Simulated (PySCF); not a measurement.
Molecule: `C=CC(=O)C#N`, C$_{4}$H$_{3}$NO.

Bonds (- single, = double, # triple, : aromatic): C1=C2 1.337 Å, C2-C3 1.479 Å, C3=O4 1.206 Å, C3-C5 1.479 Å, C5#N6 1.158 Å. C1 carries H7, H8; C2 carries H9. H7 is cis to C3; H8 is trans to C3.

Geometry PBE0-D3(BJ)/def2-SVP throughout; GIAO in PySCF 2.14, gas phase, one conformer, non-relativistic; equivalent atoms averaged; functional PBE0.

(1) How do the absolute shieldings σ depend on the basis set? (ppm; last column core-seconds on shared hosts with different chips, so compare them loosely)

(2) Which nucleus moves most, in ppm?

(3) Taking the largest basis, pcSseg-2 (258 functions), as the yardstick, rank the others by their worst heavy-atom deviation.

## Answers

(1) 
```csv
basis set,functions,C3,C1,C2,C5,O4,N6,H9,H7,H8,core-s
STO-3G,33,119.9,121.5,122.4,143.5,-290.6,73.5,25.64,25.85,26.44,2.2
6-31G,60,36.9,65.6,67.5,83.8,-311.2,-9.6,25.49,25.10,26.07,4.3
pcSseg-0,60,8.3,41.7,47.4,60.0,-408.8,-54.5,25.82,25.23,26.11,3.6
6-31G*,90,36.0,61.6,66.5,86.7,-267.0,-6.2,25.40,24.99,25.84,6
def2-SVP,99,29.7,57.1,61.4,82.4,-291.6,-18.3,24.83,24.38,25.22,6
cc-pVDZ,99,32.6,60.1,63.3,84.6,-280.7,-10.8,24.75,24.28,25.14,6.2
pcSseg-1,117,15.5,38.6,44.3,64.4,-328.7,-46.3,24.62,24.07,24.84,6.3
aug-cc-pVDZ,165,30.4,58.1,61.9,81.7,-268.2,-10.9,24.38,24.09,25.02,12
"6-311+G(2d,p)",180,18.0,43.7,48.4,67.3,-308.5,-35.9,24.60,24.33,25.24,15
def2-TZVP,204,16.4,42.7,47.2,67.0,-314.4,-38.4,24.56,24.32,25.21,19
cc-pVTZ,222,18.4,44.5,49.2,68.9,-309.9,-36.0,24.37,24.14,25.01,18
IGLO-III,240,10.3,36.2,40.9,62.0,-325.1,-45.1,24.46,24.17,25.08,20
pcSseg-2,258,9.2,35.3,40.3,61.2,-328.3,-48.1,24.33,24.04,24.91,46
```

(2) O4 (carbonyl oxygen of an acyl cyanide): from -408.8 ppm with pcSseg-0 to -267.0 ppm with 6-31G*. The smallest spread is 1.49 ppm, at H9. Proton shifts span only some 12 ppm, so a few tenths of a ppm matter as much there as several ppm in carbon.

(3) IGLO-III 3.1 ppm (240 functions), pcSseg-1 6.3 ppm (117 functions), def2-TZVP 13.9 ppm (204 functions), cc-pVTZ 18.4 ppm (222 functions), 6-311+G(2d,p) 19.7 ppm (180 functions), def2-SVP 36.6 ppm (99 functions), 6-31G 38.5 ppm (60 functions), cc-pVDZ 47.6 ppm (99 functions), aug-cc-pVDZ 60.1 ppm (165 functions), 6-31G* 61.2 ppm (90 functions), pcSseg-0 80.5 ppm (60 functions), STO-3G 121.6 ppm (33 functions).

A small basis that lands close on one nucleus may do so by chance; judge by the trend and by all nuclei.
